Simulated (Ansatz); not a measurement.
# C2H2FNO: up Jacob's ladder to CCSD(T)

One table from this session's results is given with a row withheld; the runs are named, their logs left out.

The runs use Ansatz 0.2.0, Gaussian basis; functionals in def2-TZVPP, the program's frozen cores in correlated methods.

Plan: LDA (SPW92), PBE-D4, revPBE-D4, BLYP-D4, r2SCAN-D4, B97M-V, PBE0-D4, B3LYP-D4, r2SCANh-D4, r2SCAN0-D4, HSE06-D4, BHLYP-D4, CAM-B3LYP-D4, LC-ωPBE, ωB97X-V, ωB97M-V, B2PLYP, PBE-QIDH; CCSD(T)/def2-SVP; CCSD(T)/def2-TZVPP; MP2/def2-QZVPP; extrapolation to the limit; RPA on PBE.

## The geometry

An earlier PBE0-D4 in a triple-zeta def2 set relaxation fixed the geometry.

SMILES `FC1=NCO1`, 7 atoms, charge 0, spin multiplicity 1.

Atoms are counted from 1 here; the program's logs count them from 0.

Bond lengths: F1–C2 1.291 Å, C2–N3 1.270 Å, C2–O5 1.336 Å, N3–C4 1.465 Å, C4–O5 1.481 Å, C4–H6 1.089 Å, C4–H7 1.089 Å. Angles: F1–C2–N3 132.4°, F1–C2–O5 120.4°, N3–C2–O5 107.2°, C2–N3–C4 82.4°, N3–C4–O5 90.8°, N3–C4–H6 114.9°, N3–C4–H7 114.9°, O5–C4–H6 110.1°, O5–C4–H7 110.1°, H6–C4–H7 113.7°, C2–O5–C4 79.6°.

The first run:

Input file in.yaml:

```yaml
crystal:
  periodic: [false, false, false]
  atoms:
    - {symbol: F, position_ang: [-1.048516, -1.965566, 0.441606]}
    - {symbol: C, position_ang: [-0.514672, -0.825603, 0.153584]}
    - {symbol: N, position_ang: [-0.970220, 0.214189, -0.416460]}
    - {symbol: C, position_ang: [0.388609, 0.705660, -0.172684]}
    - {symbol: O, position_ang: [0.759361, -0.577432, 0.468200]}
    - {symbol: H, position_ang: [0.459786, 1.518107, 0.548555]}
    - {symbol: H, position_ang: [0.986951, 0.862646, -1.068600]}
basis:
  gaussian: {orbitals: def2-TZVPP}
hamiltonian: {xc: lda}
output: {orbitals: {seedname: orbitals}}
```

Steps of the session up to this table: LDA; PBE-D4 (GGA); revPBE-D4 (GGA); BLYP-D4 (GGA); r2SCAN-D4 (meta-GGA); B97M-V (meta-GGA); PBE0-D4 (hybrid); B3LYP-D4 (hybrid); r2SCANh-D4 (hybrid); r2SCAN0-D4 (hybrid); HSE06-D4 (hybrid); BHLYP-D4 (hybrid); CAM-B3LYP-D4 (range-separated); LC-ωPBE (range-separated); ωB97X-V (range-separated); ωB97M-V (range-separated); B2PLYP (double hybrid); PBE-QIDH (double hybrid).

One table of the session follows, with a row left open; its other results are not shown here.

It belongs to the step «Frontier levels by functional». 

```
  functional  HOMO (eV)  LUMO (eV)  gap (eV)
 LDA (SPW92)          ?          ?         ?
      PBE-D4      -6.96      -0.48      6.48
   revPBE-D4      -6.87      -0.37      6.50
     BLYP-D4      -6.84      -0.42      6.43
   r2SCAN-D4      -7.25      -0.21      7.03
      B97M-V      -7.29      -0.06      7.22
     PBE0-D4      -8.41       0.64      9.04
    B3LYP-D4      -8.17       0.31      8.48
  r2SCANh-D4      -7.79       0.19      7.99
  r2SCAN0-D4      -8.61       0.81      9.41
    HSE06-D4      -8.00       0.25      8.25
    BHLYP-D4      -9.74       1.82     11.56
CAM-B3LYP-D4      -9.86       1.80     11.65
     LC-ωPBE     -11.24       3.10     14.33
     ωB97X-V     -10.83       3.05     13.88
     ωB97M-V     -10.74       2.94     13.68
```

Estimate the missing values for LDA (SPW92).

**Answer.** HOMO (eV): -7.19; LUMO (eV): -0.76; gap (eV): 6.43. In the column «HOMO (eV)» it lies between r2SCAN-D4 (-7.25) and PBE-D4 (-6.96).
